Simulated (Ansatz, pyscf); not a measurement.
HO–BH–F → HB=O + hydrogen fluoride (HF), an elimination on the singlet surface: B–F, H–O broken, F–H formed. Single points on ωB97X-D3(BJ)/def2-SVP structures (PySCF, gas phase). Wave-function energies: Ansatz (an electronic-structure program), frozen core, RHF or UHF references. In kJ/mol, from the reactant's lowest minimum found.

Cost: rough CPU time of the saddle's run relative to CCSD(T)/cc-pV(D+d)Z, from one job on a shared machine, with the HF step and its search for lower states.

| level | barrier | reaction energy | cost |
|---|---|---|---|
| ωB97X-D3(BJ)/def2-TZVP | 249.21 | +210.08 | – |
| M06-2X/def2-TZVP | 254.19 | +218.78 | – |
| CCSD(T)/cc-pV(D+d)Z | 236.45 | +184.89 | 1 |
| CCSDT(Q)/cc-pV(D+d)Z | 235.01 | +183.46 | 80 |
| CCSD(T)/cc-pV(T+d)Z | 250.36 | +201.90 | 10 |
| CCSD(T)/cc-pV(Q+d)Z | 250.43 | +197.88 | – |

In cc-pV(D+d)Z, going from CCSD(T) to CCSDT(Q) shifts the barrier by -1.44 and the reaction energy by -1.42 kJ/mol. With HF in the quadruple-zeta basis and the correlation energy extrapolated as X⁻³ from X = 3, 4, CCSD(T) gives 250.11 and +197.24; adding the double-zeta shift gives ΔE‡ = 248.67 and ΔE = +195.82 kJ/mol, without core correlation, relativity or geometry relaxation at these levels. On the product side the descent ends in a complex, 24.62 kJ/mol under the separated species and 63.75 kJ/mol under the saddle at ωB97X-D3(BJ)/def2-TZVP. One saddle was located; it need not be the lowest between these sides.
